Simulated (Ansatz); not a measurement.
α-quartz (SiO2): LDA at its full settings (plane-wave cutoff 520 eV, 12×12×6 k mesh (along the axes of the cell as run), Fermi–Dirac smearing 0.01 eV, scalar-relativistic PAW data made under PBE) and at cheaper ones, in a cell of 9 atoms with Γ-centred meshes.

```
level and setting             lattice constant a (Å)  c axis length (Å)  bulk modulus (GPa)
----------------------------  ----------------------  -----------------  ------------------
LDA (Ansatz)                                   4.866              5.365                34.3
LDA (Γ point alone) (Ansatz)                   4.731              5.240                63.4
LDA (2×2×2 k mesh) (Ansatz)                    4.867              5.370                34.4
LDA (4×4×4 k mesh) (Ansatz)                    4.866              5.365                34.3
```

Largest shifts from the full settings: lattice constant a -2.77 % (LDA (Γ point alone)), against a difference of -0.98 % of the full result from the reference 4.914 Å (measured, 298 K, not corrected to a static lattice; as tabulated in Sutter and Yavaş (2016), arXiv:1612.07049); lattice parameter c -2.33 % (LDA (Γ point alone)), against a difference of -0.74 % of the full result from the reference 5.405 Å (measured, 298 K, not corrected to a static lattice; as tabulated in Sutter and Yavaş (2016), arXiv:1612.07049); bulk modulus +85 % (LDA (Γ point alone)), against a difference of -7.5 % of the full result from the reference 37.1 ± 0.09 GPa (measured, room temperature, not corrected to a static lattice, equation of state from high-pressure X-ray diffraction; as tabulated in Angel, Allan, Miletich, Finger, J. Appl. Cryst. 30, 461 (1997)).

The full settings aren't shown to be converged themselves.

Ansatz's density-functional and Hartree–Fock values are scalar-relativistic unless marked +SOC, with PAW data made under PBE.

Run with cheap settings on purpose, which may leave them unconverged: LDA (2×2×2 k mesh), LDA (4×4×4 k mesh), LDA (Γ point alone).

Ansatz is a first-principles code.
